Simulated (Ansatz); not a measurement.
A HfNb2O7 cell: a random packing after short dynamics, relaxed.

```yaml
crystal:
  lattice:
    - [6.82062, 0.05624, 0.21582]
    - [0.06737, 6.28991, -0.54219]
    - [0.23347, -0.53604, 6.43247]
  atoms:
    - { symbol: Hf, position: [0.27273, 0.77640, 0.06462] }
    - { symbol: Hf, position: [0.06872, 0.23554, 0.37844] }
    - { symbol: O, position: [0.94412, 0.80830, 0.95554] }
    - { symbol: O, position: [0.56975, 0.22468, 0.90018] }
    - { symbol: O, position: [0.04223, 0.53833, 0.52356] }
    - { symbol: O, position: [0.38528, 0.22031, 0.48163] }
    - { symbol: O, position: [0.75317, 0.84387, 0.54668] }
    - { symbol: O, position: [0.53947, 0.90566, 0.14330] }
    - { symbol: O, position: [0.07606, 0.87212, 0.32143] }
    - { symbol: O, position: [0.03920, 0.14206, 0.67032] }
    - { symbol: O, position: [0.38327, 0.53482, 0.23505] }
    - { symbol: O, position: [0.74984, 0.52561, 0.18373] }
    - { symbol: O, position: [0.79095, 0.17185, 0.29904] }
    - { symbol: O, position: [0.24183, 0.14638, 0.10076] }
    - { symbol: O, position: [0.24359, 0.48369, 0.87514] }
    - { symbol: O, position: [0.28753, 0.87192, 0.75658] }
    - { symbol: Nb, position: [0.78064, 0.81357, 0.24415] }
    - { symbol: Nb, position: [0.53705, 0.28469, 0.20063] }
    - { symbol: Nb, position: [0.32021, 0.20302, 0.77395] }
    - { symbol: Nb, position: [0.00538, 0.81788, 0.66709] }
```

These are results of Ansatz 0.2.0, DFT PBE, scalar-relativistic, plane waves, PAW, not measurements.

Settings: cutoff 420 eV, Γ-centred mesh 4×4×4 on the computed 20-atom cell, Gaussian smearing of 0.02 eV; no spin polarisation.

**Question.** Describe its local order.

**Answer.** Counting as bonded all pairs within 1.2 times the summed covalent radii, but none from a metal cation to another cation:

| atom → neighbour | mean count | mean length (Å) | spread (Å) |
| --- | --- | --- | --- |
| Hf → O | 6.50 | 2.15 | 0.13 |
| Nb → O | 6.25 | 2.05 | 0.16 |
| O → Hf | 0.93 | 2.15 | 0.13 |
| O → Nb | 1.79 | 2.05 | 0.16 |

Angles between all pairs of such bonds at an atom (mean ± spread): 101 ± 29° at Hf, 103 ± 30° at Nb, 117 ± 23° at O.

**Question.** Does it have a gap?

**Answer.** It has a gap on the mesh of 3.04 eV. Levels at Γ next to the Fermi level (eV from it): -2.20, -2.16, -2.04, -1.98, -1.90, -1.58, 1.75, 1.87, 2.08, 2.15, 2.29, 2.34. It lies 2.81 eV/atom below the elements' standard states (static lattices, no corrections for gases).

The final mesh leaves forces up to 0.12 eV/Å and stresses up to 0.2 GPa: the relaxation ran on a coarser mesh, so the cell's shape, its bonds and its energy belong partly to that mesh.

Spin-orbit coupling is left out, which matters for the bands of heavy elements.

Cost: 2 runs of about 5.4 core-minutes in all (earlier runs that led there not counted), on Arm Neoverse V2 (shared hosts).